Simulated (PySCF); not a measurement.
# CHClF2: the cost of one run

Programs: PySCF 2.14.0, with density-fitted response routines of our own. Each step states its level of theory. These are calculated values for one molecule, in the gas phase or a continuum, unless marked as measured. Atoms count from 0, in the outputs and in this text.

## 1. The starting structure

5 atoms, charge 0, multiplicity 1; geometry from: GFN2-xTB. The atoms were then displaced at random by about 0.01 Å, so the start is not that level's minimum.

Bonds of the start (Å): F0–C1 1.31, C1–F2 1.34, C1–Cl3 1.82, C1–H4 1.09.

## 2. Geometry optimisation at PBE0-D3(BJ)/def2-TZVP

Job settings and geometry (Å):

```
{"job": {"xc": "PBE0", "basis": "def2-TZVP", "d3": "d3bj", "grid": 2, "shake": 0.01, "kind": "geom"}, "charge": 0, "multiplicity": 1}
F     -0.479050     1.101480    -0.541110
C     -0.097560     0.003310     0.053900
F     -0.696630    -1.019840    -0.575040
Cl     1.708820    -0.135260    -0.077030
H     -0.402000     0.016330     1.101380
```

Launch:

```console
$ OMP_NUM_THREADS=1 python probes_run.py task.json out
```

The driver reads the jobs from task.json and runs them one after another.

**Question.** How long does this first job take on 1 thread of Intel Xeon Platinum 8259CL at 2.50GHz, shared host, and how much memory does it need?

About 38 s, with a peak of 0.54 GiB.
